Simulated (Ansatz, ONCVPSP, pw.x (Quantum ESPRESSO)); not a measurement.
**What a changed setting does to a pw.x run (diamond Ga)**

Potential: optimised norm-conserving Vanderbilt (ONCV), ONCVPSP 4.0.1.1 (patched build), PBEsol; core [Ar] 3d10, reference 4s2 4p1; waves: 4s: rc 2.36 bohr, ncon 3, nbas 7, qcut 2.7 1/bohr, 2 projectors, debl 0.3 Ha; 4p: rc 3.10 bohr, ncon 4, nbas 8, qcut 3 1/bohr, 2 projectors, debl 2.2 Ha; d scattering state at 0.26 Ha: rc 2.64 bohr, ncon 4, nbas 7, qcut 4.6 1/bohr, 2 projectors, debl 3.7 Ha; local part: polynomial inside 1.78 bohr (lpopt 5, dvloc0 4 Ha); core correction: none. In the s channel the program set the typed energies aside and used -0.329, 0.250 Ha.

The reference run (k-mesh 8³, cutoffs 55/220 Ry, Fermi–Dirac 0.01 Ry, mixing_beta 0.4, conv_thr 1e-9, no spin) gives 0.10 GPa at 23.910 Å³/atom, where all-electron LAPW gives -0.01 GPa. This run, with its own iteration cap, changes k-mesh points per axis to 6.

```
&control
  calculation='scf', prefix='x', pseudo_dir='./', outdir='./tmp', tstress=.true., disk_io='none'
/
&system
  ibrav=0, nat=2, ntyp=1, ecutwfc=55, ecutrho=220, nbnd=10,
  occupations='smearing', smearing='fd', degauss=0.01
/
&electrons
  conv_thr=1e-09, mixing_beta=0.4, electron_maxstep=60
/
ATOMIC_SPECIES
Ga 1.0 Ga.UPF
CELL_PARAMETERS angstrom
  0.00000000 2.88088900 2.88088900
  2.88088900 0.00000000 2.88088900
  2.88088900 2.88088900 0.00000000
ATOMIC_POSITIONS crystal
Ga 0.0000 0.0000 0.0000
Ga 0.2500 0.2500 0.2500
K_POINTS automatic
6 6 6 0 0 0
```

```bash
pw.x < Ga.scf.in > Ga.scf.out
```

Question: How does the run end?

Answer: It converges in 6 iterations; the free energy moves by +10.4 meV/atom and the pressure by +0.00 GPa.

```
Message from routine setup:
     using ibrav=0 with symmetry is DISCOURAGED, use correct ibrav instead
     lattice parameter (alat)  =       7.6991  a.u.
     unit-cell volume          =     322.7054 (a.u.)^3
     number of electrons       =         6.00
     number of Kohn-Sham states=           10
     kinetic-energy cutoff     =      55.0000  Ry
     charge density cutoff     =     220.0000  Ry
     scf convergence threshold =      1.0E-09
     Exchange-correlation= PBESOL
     number of k points=    16  Fermi-Dirac smearing, width (Ry)=  0.0100
     iteration #  1     ecut=    55.00 Ry     beta= 0.40
     total energy              =      -8.88644846 Ry
     estimated scf accuracy    <       0.00617558 Ry
     iteration #  2     ecut=    55.00 Ry     beta= 0.40
     total energy              =      -8.88636406 Ry
     estimated scf accuracy    <       0.00220543 Ry
     iteration #  3     ecut=    55.00 Ry     beta= 0.40
     total energy              =      -8.88636909 Ry
     estimated scf accuracy    <       0.00000079 Ry
     iteration #  4     ecut=    55.00 Ry     beta= 0.40
     total energy              =      -8.88636925 Ry
     estimated scf accuracy    <       0.00000008 Ry
     iteration #  5     ecut=    55.00 Ry     beta= 0.40
     total energy              =      -8.88636925 Ry
     estimated scf accuracy    <          3.7E-09 Ry
     iteration #  6     ecut=    55.00 Ry     beta= 0.40
     the Fermi energy is     2.9666 ev
!    total energy              =      -8.88636925 Ry
     estimated scf accuracy    <          2.1E-10 Ry
     smearing contrib. (-TS)   =      -0.00662886 Ry
     The total energy is F=E-TS. E is the sum of the following terms:
     one-electron contribution =       2.60412035 Ry
     hartree contribution      =       0.46210263 Ry
     xc contribution           =      -3.04067860 Ry
     ewald contribution        =      -8.90528476 Ry
     convergence has been achieved in   6 iterations
          total   stress  (Ry/bohr**3)                   (kbar)     P=        0.92
     Message from routine punch:
     Nothing written, as per user request (disk_io='none')
```

The run took about 8.3 s on one core of a shared host (Neoverse-N1, 64 threads, 124 GiB, load 62).
